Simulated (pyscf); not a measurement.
`[BH2][Cl]` + `[ClH]` -> `[BH2][Cl]` + `[ClH]` (four-centre exchange; singlet surface; B–Cl, Cl–H broken, B–Cl, Cl–H formed). Optimised with ωB97X-D3(BJ)/def2-SVP in PySCF. Correlated levels are frozen-core, on RHF or UHF. ΔMP2 is the change of the MP2 total energy from the triple- to the quadruple-zeta basis. Energies in kJ/mol from the separated reactants.

```csv
level,barrier,reaction energy
PBE/def2-TZVP,25.5,0.0
PBE0-D3(BJ)/def2-TZVP,34.5,0.0
M06-2X/def2-TZVP,52.7,0.0
ωB97M-D3(BJ)/def2-TZVP,56.8,0.0
CCSD/def2-TZVPP,79.4,0.0
CCSD(T)/def2-TZVPP,65.0,0.0
CCSD(T)/def2-TZVPP + ΔMP2(QZVPP),…,0.0
```

Q: What belongs in the gaps?

A: 
- CCSD(T)/def2-TZVPP + ΔMP2(QZVPP), barrier: 62.0

Of the functionals in the table, ωB97M-D3(BJ) is closest to CCSD(T)/def2-TZVPP + ΔMP2(QZVPP) in the barrier (5.2 kJ/mol apart) and PBE least close (36.5 kJ/mol); that level has limits of its own. This is the saddle that the search found; another between the same sides may lie lower. The CCSD(T) − MP2 part came from Ansatz, without density fitting, on the same reference.
